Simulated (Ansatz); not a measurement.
# CH₂BS+ (SMILES B1[CH+]S1): one structure at several levels

An exercise on one series of results from a longer session: the logs are not shown, and one member is left open.

Computed with Ansatz 0.2.0, Gaussian basis. Level: single points in def2-TZVPP.

Cores are frozen in the correlated methods.

### Where the work starts

SMILES `B1[CH+]S1`, 5 atoms, charge 1, spin multiplicity 1.

Atoms are counted from 1 here; the program's logs count them from 0.

Bond lengths: B1–C2 1.490 Å, B1–S3 1.810 Å, B1–H4 1.139 Å, C2–S3 1.654 Å, C2–H5 1.065 Å. Angles: C2–B1–S3 59.2°, C2–B1–H4 155.6°, S3–B1–H4 144.8°, B1–C2–S3 70.1°, B1–C2–H5 158.2°, S3–C2–H5 131.0°, B1–S3–C2 50.7°.

As a file:

| atom | x (Å) | y (Å) | z (Å) |
| --- | --- | --- | --- |
| B1 | -0.1591 | -0.7431 | -0.2134 |
| C2 | -0.0473 | 0.7246 | 0.0164 |
| S3 | 1.1533 | -0.0664 | 0.8331 |
| H4 | -0.5703 | -1.6889 | -0.6966 |
| H5 | -0.3349 | 1.7497 | 0.0188 |

Set-up of the first run:

run/in.yaml reads:

```yaml
crystal:
  periodic: [false, false, false]
  atoms:
    - {symbol: B, position_ang: [-0.159100, -0.743100, -0.213400]}
    - {symbol: C, position_ang: [-0.047300, 0.724600, 0.016400]}
    - {symbol: S, position_ang: [1.153300, -0.066400, 0.833100]}
    - {symbol: H, position_ang: [-0.570300, -1.688900, -0.696600]}
    - {symbol: H, position_ang: [-0.334900, 1.749700, 0.018800]}
basis:
  gaussian: {orbitals: def2-TZVPP}
total_charge: 1
correlation: {method: ccsd_t}
output: {forces: true}
```

The command line of these runs was not kept.

Steps of the session up to this table: CCSD(T)/def2-TZVPP; PBE0-D4/def2-TZVPP; wB97M-V/def2-TZVPP; r2SCAN-D4/def2-TZVPP; PBE-D4/def2-TZVPP; CAM-B3LYP-D4/def2-TZVPP; r2SCAN0-D4/def2-TZVPP.

One of the session's tables, all rows but one given; the rest of the session is left out.

```
      method  RMS force component (eV/Å)  angle to CCSD(T) forces (°)
     CCSD(T)                       0.443                    reference
     PBE0-D4                           ?                            ?
     wB97M-V                       0.530                         36.0
   r2SCAN-D4                       0.527                         21.4
      PBE-D4                       0.573                          8.4
CAM-B3LYP-D4                       0.623                         40.1
  r2SCAN0-D4                       0.588                         40.3
```

Q: Estimate the row for PBE0-D4 from the others.

**Answer.** RMS force component (eV/Å): 0.591; angle to CCSD(T) forces (°): 31.8. In the column «RMS force component (eV/Å)» it lies between r2SCAN0-D4 (0.588) and CAM-B3LYP-D4 (0.623).
